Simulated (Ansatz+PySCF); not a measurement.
Results of a calculation; reference values are marked as such.
## PySCF 2.14.0 run

```python
from pyscf import gto, scf, cc

mol = gto.M(atom="""
B 0.000000 0.000000 0.000000
Al 0.649110 0.865480 1.873820
""", basis='6-31g', charge=0, spin=0)
mf = scf.RHF(mol)
mf.kernel()
mycc = cc.CCSD(mf, frozen=6).run()
et = mycc.ccsd_t()
print(mf.e_tot, mycc.e_corr, et, mycc.e_tot + et)
```

The script is written out from the run's settings.

Results

```yaml
Converged: yes
Reference_energy: -266.34511 hartree
CCSD_correlation_energy: -0.12319 hartree
Triples_correction: -0.00628 hartree
Total_energy: -266.47458 hartree
Spin_squared_of_the_determinant: 0.000
```

Caution: large amplitudes, a single reference is doubtful; another spin multiplicity may lie lower; an unrestricted determinant lies well below.
